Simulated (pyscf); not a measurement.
O=Sn: [singlet] + H₂S → O=SnH–SH, an insertion (singlet surface; H–S broken, S–Sn, H–Sn formed). Single points on ωB97X-D3(BJ)/def2-SVP structures (PySCF, gas phase). MP2 and CC: frozen core, UHF for open shells. ΔMP2 is the change of the MP2 total energy from the triple- to the quadruple-zeta basis. Energies in kJ/mol from the separated reactants.

GFN2-xTB: tblite. 

### Question
Quick GFN2-xTB single points give ΔE‡ = 190.1 kJ/mol and ΔE = +73.9 kJ/mol. What does CCSD(T)/def2-TZVPP + ΔMP2(QZVPP) give, and how far is the quick result from it?

### Answer
CCSD(T)/def2-TZVPP + ΔMP2(QZVPP) gives ΔE‡ = 208.7 kJ/mol and ΔE = +48.0 kJ/mol. GFN2-xTB lies 18.6 kJ/mol under it in the barrier and 26.0 kJ/mol over it in the reaction energy, so on this step it does not hold to within 12.6 kJ/mol. CCSD(T)/def2-TZVPP + ΔMP2(QZVPP) has limits of its own. On the reactant side the descent ends in a complex (not fully relaxed), 31.8 kJ/mol under the separated species and 230.3 kJ/mol under the saddle at ωB97X-D3(BJ)/def2-TZVP. On the product side the descent ends in a point that may be a rotor saddle (no frequency run), 5.2 kJ/mol over the lowest minimum found and 183.4 kJ/mol under the saddle at ωB97X-D3(BJ)/def2-TZVP. At ωB97X-D3(BJ)/def2-TZVP the barrier from the zero used here is 198.4 kJ/mol. O=SnH–SH lies 259.7 kJ/mol over its isomer HO–Sn:–SH [singlet] (electronic energy, ωB97M-D3(BJ)/def2-TZVP). This is the saddle that the search found; another between the same sides may lie lower. The CCSD(T) − MP2 part came from Ansatz, without density fitting, on the same reference. The largest closed-shell T1 diagnostic is 0.033, which may signal static correlation. The frozen core leaves the outer d or s,p core shells of the metals and heavy elements correlated in the MP2 and CC values, and def2-TZVPP describes them poorly, which can shift differences by a few kcal/mol. In the def2 sets elements past Kr carry core potentials, without spin-orbit coupling.
